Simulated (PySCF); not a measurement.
Compound: C4H5 (doublet state).
Atom-mapped SMILES: `[C:1]#[C:2][CH2:3][CH3:4]` (hydrogens: H5, H6 on C3; H7, H8, H9 on C4)

Cartesian coordinates in Å at the GFN2-xTB level; atoms count from 1:
```
atom  x, y, z in Å
C1     2.5266   -0.6479   -0.3700
C2     1.4969   -0.0735   -0.1794
C3     0.2172    0.6003    0.0513
C4    -0.9323   -0.3986    0.0497
H5     0.2797    1.1145    1.0140
H6     0.0841    1.3425   -0.7402
H7    -0.9909   -0.9123   -0.9071
H8    -1.8726    0.1217    0.2239
H9    -0.7951   -1.1408    0.8327
```

Computed geometry: GFN2-xTB, gas phase. This method treats the open shell by occupation alone, without spin polarisation.

Masses are those of the commonest isotopes; rigid-rotor values at the optimised geometry. 

Problem. Give the principal moments of inertia and the rotational constants in GHz.

Solution. Ia = 18.26, Ib = 100.43, Ic = 112.36 u·Å²; 505379 MHz·u·Å²/I gives 27672, 5032 and 4498 MHz, that is A = 27.672, B = 5.0322, C = 4.4979 GHz.

Problem. What kind of rotor is it?

Solution. A near-prolate asymmetric top; Ray's κ = -0.954.

Problem. What does the inertial defect say?

Solution. Not planar: Δ = Ic − Ia − Ib = -6.33 u·Å². For a rigid frame Δ = −2 Σ m c², so Σ m c² = 3.17 u·Å² lies off the ab plane, practically all of it from hydrogen. The atom farthest from that plane is 0.89 Å away.

Problem. List the rotational levels J(Ka,Kc) to J = 5 (MHz).

Solution. Above 0(0,0):
J = 1: 1(0,1) 9530, 1(1,1) 32170, 1(1,0) 32704
J = 2: 2(0,2) 28581, 2(1,2) 50696, 2(1,1) 52299, 2(2,1) 120218, 2(2,0) 120227
J = 3: 3(0,3) 57134, 3(1,3) 78479, 3(1,2) 81684, 3(2,2) 148808, 3(2,1) 148855, 3(3,1) 263348, 3(3,0) 263348
J = 4: 4(0,4) 95161, 4(1,4) 115512, 4(1,3) 120854, 4(2,3) 186921, 4(2,2) 187061, 4(3,2) 301487, 4(3,1) 301488, 4(4,1) 461818, 4(4,0) 461818
J = 5: 5(0,5) 142625, 5(1,5) 161787, 5(1,4) 169798, 5(2,4) 234551, 5(2,3) 234877, 5(3,3) 349168, 5(3,2) 349171, 5(4,2) 509489, 5(4,1) 509489, 5(5,1) 715632, 5(5,0) 715632

Problem. Estimate the classical rotational partition function at 10 K, 100 K and 500 K.

Solution. Point group Cs, symmetry number σ = 1; q = (√π/σ)·√((kT/h)³/(ABC)), k/h = 20836.6 MHz/K: 213 at 10 K, 6740 at 100 K, 75300 at 500 K.

For this open shell read J as N, the rotation without spin; fine and hyperfine splittings come on top. No frequency check. Zero-point vibration and centrifugal distortion are left out.
